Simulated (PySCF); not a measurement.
NO at PBE

Level: PBE. PySCF, no relativity, basis sets N def2-TZVPP, O def2-TZVPP.

```json
{
 "state": "²Π (doublet), unpaired electrons π ↑",
 "bond length": "1.158 Å",
 "harmonic wavenumber": "1892 cm⁻¹",
 "force constant": "15.7 mdyn/Å",
 "rotational constant Be": "1.685 cm⁻¹",
 "anharmonicity ωexe": "12.5 cm⁻¹",
 "vibration–rotation constant αe": "0.0165 cm⁻¹",
 "well depth De to N + O": "172.1 kcal/mol",
 "dissociation energy D0": "169.4 kcal/mol",
 "bond order (Mayer)": "2.14",
 "dipole moment (positive dipole means N(−)O(+))": "0.21 D"
}
```

The state is the lowest determinant that a PBE0 search found; another state may lie lower at other levels.
